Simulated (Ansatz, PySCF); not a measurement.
This PySCF input computes a CAM-B3LYP/def2-TZVPD energy:

```python
from pyscf import gto, scf, dft

mol = gto.M(
    atom='''
    C     0.11024116    0.06590209    0.32628565
    C    -0.13743074   -0.05229680    1.54461501
    C     0.03000625   -0.00054766   -1.11925553
    H     0.00605369    0.99817219   -1.56053825
    H     0.86832098   -0.56246323   -1.53665800
    H    -0.89127470   -0.51405474   -1.41267451
    ''',
    basis='def2-tzvpd',
    charge=0,
    spin=1,
    verbose=4,
)

mf = dft.UKS(mol, xc='camb3lyp').density_fit(auxbasis='def2-universal-jkfit')
mf.grids.level = 3
mf.conv_tol = 1e-9
mf.max_cycle = 100
mf.max_memory = 1500
mf.kernel()
if not mf.converged:
    mf = mf.newton()
    mf.kernel(mf.make_rdm1())
for _ in range(2):
    mo, _, stable, _ = mf.stability(return_status=True)
    if stable:
        break
    mf.kernel(mf.make_rdm1(mo, mf.mo_occ))
mf.analyze()
```

Problem. Write an input for the same energy in Ansatz (an electronic-structure program) and say what it gives.

Solution. 
Ansatz 0.2 input:
```yaml
crystal:
  periodic: [false, false, false]
  atoms:
    - {symbol: C, position_ang: [0.11024116, 0.06590209, 0.32628565]}
    - {symbol: C, position_ang: [-0.13743074, -0.05229680, 1.54461501]}
    - {symbol: C, position_ang: [0.03000625, -0.00054766, -1.11925553]}
    - {symbol: H, position_ang: [0.00605369, 0.99817219, -1.56053825]}
    - {symbol: H, position_ang: [0.86832098, -0.56246323, -1.53665800]}
    - {symbol: H, position_ang: [-0.89127470, -0.51405474, -1.41267451]}
basis:
  gaussian:
    orbitals: def2-TZVPD
hamiltonian:
  xc: {name: CAM-B3LYP}
magnetization: {spin_polarized: true, initial_magnetization: 1}
output: {forces: true}
```
It gives -115.90541 Eh, and PySCF -115.90546 Eh, a difference of 0.05 mEh, from the treatment of integrals and grids.

It need not be the lowest isomer of its formula.
